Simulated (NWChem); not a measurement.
## Spin states of F

```xyz
1

F      0.0000     0.0000     0.0000
```
Charge 0, spin multiplicity 2.

Everything below was run with NWChem.

Basis set: def2-TZVP. The gap is E(quartet) − E(doublet), so a negative value puts the higher spin lower. Open shells are unrestricted, coupled cluster uses restricted open-shell references. The quartet is the single determinant that the SCF runs reached, with unpaired electrons in orbitals of symmetry ag and b2u and b3u (D2h labels); it need not be the lowest quartet, which in molecules with degenerate π orbitals can need several determinants. Where the lowest doublet needs several determinants, the single determinant used here isn't a pure state and places it wrongly.

```csv
method,vertical doublet-quartet gap (kcal/mol),difference from CCSD(T)
PBE,489.6,-2.3
B2PLYP,493.1,+1.2
HF,471.7,-20.2
CCSD(T),491.9,0.0
MP2,495.6,+3.7
B3LYP,492.2,+0.3
LC-wPBE (omega 0.3 per bohr),494.2,+2.3
CAM-B3LYP,494.0,+2.1
```

The values span 23.9 kcal/mol, from HF (lowest) to MP2 (highest). 

The correlated methods keep 1 core orbital frozen. B3LYP has NWChem's definition, with VWN1-RPA local correlation. The stability of the SCF solutions was not checked. Open-shell Hartree-Fock references start from PBE0 orbitals. Coupled-cluster values serve here as a point of comparison, not as the truth.
